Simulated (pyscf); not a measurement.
HO–TaH(OH)(OH)–OH → O=Ta(OH)(OH)–OH + hydrogen (H₂) (elimination; singlet surface; H–O, H–Ta broken, H–H formed). Structures and frequencies: ωB97X-D3(BJ)/def2-SVP in PySCF. Energies in kcal/mol from the reactant's lowest minimum found.

| level | barrier | reaction energy |
|---|---|---|
| ωB97X-D3(BJ)/def2-TZVP | 24.2 | -6.4 |
| r²SCAN/def2-TZVP | … | -7.8 |
| B3LYP-D3(BJ)/def2-TZVP | … | … |
| PBE0-D3(BJ)/def2-TZVP | 21.8 | -5.8 |
| M06-2X/def2-TZVP | 25.8 | -6.5 |
| ωB97M-D3(BJ)/def2-TZVP | 24.4 | -6.5 |

### Question
Some entries are withheld; supply them.

### Answer

- r²SCAN/def2-TZVP, barrier: 20.0
- B3LYP-D3(BJ)/def2-TZVP, barrier: 23.2
- B3LYP-D3(BJ)/def2-TZVP, reaction energy: -8.1

The functionals in the table span 5.8 kcal/mol in this barrier, from r²SCAN to M06-2X. At the saddle there is also a short H–Ta contact that neither side keeps. One saddle was located; it need not be the lowest between these sides. Elements past Kr carry the def2 core potentials, without spin-orbit coupling.
